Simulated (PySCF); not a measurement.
B3LYP has the VWN-RPA correlation part, as in Gaussian. 

Cartesian coordinates (Å):
SMILES: [SiH3]
```xyz
4

Si    -0.0006    -0.0015     0.3377
H     -0.5297     1.3138    -0.1077
H      1.4025    -0.1972    -0.1111
H     -0.8722    -1.1150    -0.1189
```
Charge 0, spin multiplicity 2.

Q: Give the highest occupied spin orbital, total energy and dipole moment at the level B3LYP-D3(BJ)/def2-TZVP // PBE0-D4/def2-TZVP run with PySCF.

A: 
```
Item                                  Value
-----------------------------  ------------
highest occupied spin orbital      -6.09 eV
total energy                   -291.2651 Ha
dipole moment                        0.07 D
```
